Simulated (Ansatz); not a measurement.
CH₄Al, SMILES [CH3][AlH], a test of scalar relativity

With Ansatz 0.2.0 through its Python package.

Notebook, run cell by cell (the value of a cell's last expression is shown):

```python
import ansatz as az
import numpy as np
```

```python
geometry_ang = [
    ("C", [-0.1421, -0.407, -0.5088]),
    ("Al", [0.9618, 0.7412, 0.6646]),
    ("H", [-1.2181, -0.4925, -0.0616]),
    ("H", [0.3545, -1.3439, -0.6785]),
    ("H", [-0.3085, 0.1396, -1.5167]),
    ("H", [0.3945, 1.2986, 2.0548]),
]
geometry = az.Crystal.molecule()
for symbol, xyz in geometry_ang:
    geometry = geometry.atom(symbol, xyz)
```

```python
model = (
    geometry.calculation()
    .functional("b3lyp", dispersion="d3bj")
    .spin("collinear", total=1)
    .forces()
)
# a set contracted for a scalar-relativistic Hamiltonian goes with the relativistic run
sets = {"none": "cc-pVTZ", "scalar": "cc-pVTZ-DK"}
found = {kind: model.basis(gaussian=basis).pseudopotentials(relativity=kind).run(threads=1).report for kind, basis in sets.items()}
for kind, each in found.items():
    dipole = 4.803205 * np.linalg.norm(each["charge_distribution"]["dipole_moment_e_ang"])
    print(f"{kind:7s} E = {each['free_energy_ev']:.4f} eV  dipole {dipole:.3f} D  largest force component {np.abs(each['forces_ev_ang']).max():.4f} eV/A")
print(f"relativity lowers the total energy by {found['none']['free_energy_ev'] - found['scalar']['free_energy_ev']:.3f} eV")
```

    none    E = -7699.1021 eV  dipole 0.636 D  largest force component 2.2904 eV/A
    scalar  E = -7711.4815 eV  dipole 0.636 D  largest force component 2.2896 eV/A
    relativity lowers the total energy by 12.379 eV

The total moves by -12.4 eV, nearly all in the cores, and the dipole from 0.64 to 0.64 D.

Reading the output:
- Total energies depend on the basis set; only differences at equal settings carry meaning.
- The geometry is a force-field or estimated start, not a minimum of this method. The basis set changes with the Hamiltonian (a set recontracted for scalar relativity), and most of the change in the total lies in the cores.
- The species is open-shell (spin multiplicity 2).
- b3lyp holds the VWN-RPA fit, as in Gaussian; the form of ORCA and Turbomole is b3lyp5.
- Wall time of the script: 8.2 s on 1 thread of Arm Neoverse V1 (shared host), peak memory 0.27 GiB.
